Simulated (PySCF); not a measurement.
Molecule: `[CH-](C#N)CC#N`, [C$_{4}$H$_{3}$N$_{2}$]-.

Cartesian coordinates in Å; atom numbers follow the order of the lines, from 1:
```xyz
9

N    -2.6079   -0.7304   -0.8553
C    -1.6557   -0.1387   -0.5123
C    -0.6411    0.5888    0.0174
C     0.5133   -0.1033    0.6996
C     1.4986   -0.2785   -0.3338
N     2.1952   -0.3167   -1.2566
H    -0.4363    1.5706   -0.4003
H     0.2055   -1.0785    1.0929
H     0.9419    0.4927    1.5232
```

Total charge -1.

Frames of a GFN2-xTB Langevin trajectory at 400 K; GIAO PBE0/pcSseg-1 shieldings in PySCF 2.14, gas phase, non-relativistic; equivalent atoms averaged within each frame.

Referencing at the same level of theory: $^{15}$N (σ = 267.73 ppm) vs NH3; $^{13}$C (σ = 186.93 ppm), $^{1}$H (σ = 31.72 ppm) vs TMS. The references are static minima.

**Question.** How do the shifts (ppm) fluctuate along the trajectory?

**Answer.** 
```
         time (fs)     N1     N6     C2     C5    C4    C3  H8/H9    H7
               250  294.0  278.4  144.8  133.3  21.8   4.2   2.96  0.51
               425  312.9  280.6  147.8  136.8  21.4  13.8   3.25  0.17
               625  294.8  315.5  142.9  144.2  26.5  26.4   3.73  0.20
               800  279.6  300.4  143.4  135.6  23.5  18.3   2.18  1.64
              1000  326.2  285.1  152.9  130.4  19.8  23.0   2.84  0.40
    mean of frames  301.5  292.0  146.4  136.1  22.6  17.1   2.99  0.59
standard deviation   18.2   15.7    4.1    5.2   2.6   8.7   0.57  0.60
```

5 frames give an uncertainty of the mean of about the standard deviation over 2.2 at best, since frames this close in time may not be independent; classical motion lacks zero-point vibration, and the reference would need the same averaging.
